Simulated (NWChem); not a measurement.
# SiF4; SMILES F[Si](F)(F)F

Computed with NWChem. Geometry: optimised at B3LYP/6-31G* (spherical d). Solvent water, SMD (1 M gas to 1 M solution), gas-phase geometry. Reactions with the solvent are ignored.

Question: Predict the results for PBE0/pcseg-1. Quantities: solvation free energy (kcal/mol); cavity-dispersion-structure term (kcal/mol).

Answer: 
```json
{
 "solvation free energy (kcal/mol)": "1.3",
 "cavity-dispersion-structure term (kcal/mol)": "3.2"
}
```
